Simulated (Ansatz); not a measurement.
A structure relaxed at PBE0-D4/def2-TZVP, charge 0, multiplicity 1:

Cartesian coordinates in Å:
```
C 0.614 0.180 1.208
C -0.517 0.088 0.210
F -0.929 1.364 -0.135
C -0.121 -0.661 -1.032
N -0.115 -0.216 -2.209
H 0.940 -0.820 1.501
H 1.464 0.706 0.768
H 0.288 0.713 2.101
H -1.382 -0.416 0.661
H 0.196 -1.694 -0.857
H -0.437 0.755 -2.216
```

(1) Give its formula and SMILES.

(2) Summarise the bond lengths by kind.

## Answers

(1) C3H6FN, `CC(F)C=N`.

(2) 2 × C–C 1.503 to 1.511 Å; 5 × C–H 1.091 to 1.098 Å; 1 × C–F 1.384 Å; 1 × C–N 1.259 Å; 1 × H–N 1.023 Å.

Computed with Ansatz.
